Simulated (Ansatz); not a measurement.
The parent structure is Ir in the fcc (Cu type) structure (space group Fm-3m, No. 225; a = 3.871 Å).

Levels (all Ansatz, an electronic-structure program, PAW, earlier PAW set): PBE (420 eV, no spin-orbit coupling); PBEsol (420 eV, scalar-relativistic without spin-orbit coupling).

Levels that relaxed their own cell: PBE and PBEsol.

```json
[
 {"level": "PBE", "lattice parameter a": "3.871 Å"},
 {"level": "PBEsol", "lattice parameter a": "3.830 Å"}
]
```

Measured: lattice parameter a 3.831 Å (static lattice; corrected from measurement; as listed in Daniel Mejia-Rodriguez, S. B. Trickey, Phys. Rev. B (2018)).

Computed minus measured — lattice parameter a: PBE +1.0 %, PBEsol -0.0 % (closest: PBEsol).

No phonon test of stability was made. The final runs are not spin-polarised.
